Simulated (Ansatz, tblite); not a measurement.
**MgMeF (CH3FMg): a ladder of methods and basis sets**

Aim: run the singlet of MgMeF (CH3FMg) at one geometry on many levels, and compare frontier levels, spin and run time.

The runs use Ansatz 0.2.0, Gaussian basis; as each input shows.

Plan: GFN1-xTB, GFN2-xTB, PBE-D4/def2-TZVP, r2SCAN-D4/def2-TZVP, ωB97M-V/def2-TZVP, CAM-B3LYP-D4/def2-TZVP, LC-ωPBE/def2-TZVP, HSE06-D4/def2-TZVP, LDA/def2-TZVP, B97M-V/def2-TZVP, r2SCAN0-D4/def2-TZVP, PBE-D4/def2-SVP, PBE0-D4/def2-SVP, HF/STO-3G, HF/6-31G, B3LYP-D4/6-31G, CCSD(T)/def2-TZVPP, MP2/def2-TZVP, RPA/def2-TZVP.

## 1. The structure

The singlet was relaxed beforehand with PBE-D4/def2-TZVP.

6 atoms, charge 0, spin multiplicity 1.

Bond lengths: Mg1–C2 2.081 Å, Mg1–F6 1.778 Å, C2–H3 1.101 Å, C2–H4 1.101 Å, C2–H5 1.101 Å. Angles: C2–Mg1–F6 180.0°, Mg1–C2–H3 111.3°, Mg1–C2–H4 111.3°, Mg1–C2–H5 111.3°, H3–C2–H4 107.6°, H3–C2–H5 107.6°, H4–C2–H5 107.6°.

PBE0-D4/def2-TZVP was run before; its log isn't repeated, and its numbers join the tables.

## 2. GFN1-xTB

Tight binding, by tblite at 300 K electronic temperature and without a spin-polarisation term:

```python
tblite.interface.Calculator('GFN1-xTB', numbers, positions, charge=0, uhf=0).singlepoint()
```

Energy -260.5236 eV, HOMO -11.88 eV, LUMO -8.57 eV; 0.003 s.

## 3. GFN2-xTB

Tight binding, by tblite at 300 K electronic temperature and without a spin-polarisation term:

```python
tblite.interface.Calculator('GFN2-xTB', numbers, positions, charge=0, uhf=0).singlepoint()
```

Energy -244.3503 eV, HOMO -10.87 eV, LUMO -8.07 eV; 0.003 s.

## 4. PBE-D4/def2-TZVP

start.molden holds the orbitals of an earlier run on this state, given as this run's starting guess.

Input file in.yaml:

```yaml
crystal:
  periodic: [false, false, false]
  atoms:
    - {symbol: Mg, position_ang: [-0.006554, 0.003262, -1.290379]}
    - {symbol: C, position_ang: [0.003725, -0.001993, 0.790405]}
    - {symbol: H, position_ang: [-0.434026, 0.923481, 1.194137]}
    - {symbol: H, position_ang: [1.028045, -0.085340, 1.184059]}
    - {symbol: H, position_ang: [-0.576661, -0.847148, 1.190393]}
    - {symbol: F, position_ang: [-0.014529, 0.007749, -3.068605]}
basis:
  gaussian: {orbitals: def2-TZVP, initial_orbitals: start.molden}
hamiltonian: {xc: pbe, dispersion: d4}
scf: {omitted_lower_state_checks: [starts]}
output: {orbitals: {seedname: orbitals}}
```

Run with:

```
$ ansatz run in.yaml --threads 4 --pin off --events-out ev --progress --plain --max-ram 3916MiB
```

The runs that follow: r2SCAN-D4/def2-TZVP; ωB97M-V/def2-TZVP; CAM-B3LYP-D4/def2-TZVP; LC-ωPBE/def2-TZVP; HSE06-D4/def2-TZVP; LDA/def2-TZVP; B97M-V/def2-TZVP; r2SCAN0-D4/def2-TZVP; PBE-D4/def2-SVP; PBE0-D4/def2-SVP; HF/STO-3G; HF/6-31G; B3LYP-D4/6-31G; CCSD(T)/def2-TZVPP; MP2/def2-TZVP; RPA/def2-TZVP.

Q: Predict the results of all the runs planned. Wanted: gap in def2-TZVP, named functionals, smallest and largest; correlation energy, CCSD(T)/def2-TZVPP; correlation energy, MP2/def2-TZVP; binding an atom, CCSD(T)/def2-TZVPP; PBE0 total energy, smallest basis above largest.

As calculated:

| quantity | value |
| --- | --- |
| gap in def2-TZVP, named functionals, smallest and largest | 4.62 eV (PBE-D4), 11.00 eV (LC-ωPBE) |
| correlation energy, CCSD(T)/def2-TZVPP | -18.48 eV |
| correlation energy, MP2/def2-TZVP | -17.27 eV |
| binding an atom, CCSD(T)/def2-TZVPP | 3.366 eV |
| PBE0 total energy, smallest basis above largest | 6.51 eV (def2-SVP, def2-TZVP) |

In words: Over the named functionals in def2-TZVP the gap runs from 4.62 eV (PBE-D4) to 11.00 eV (LC-ωPBE); exact exchange widens it. A small miss in a minimal or small basis is a cancelling of errors, not accuracy. The functionals in def2-TZVP miss CCSD(T)/def2-TZVPP by +0.038 (r2SCAN0-D4) to +0.504 eV (LDA) an atom. CCSD(T)/def2-TZVPP isn't at the basis-set limit; small misses against it rank nothing.
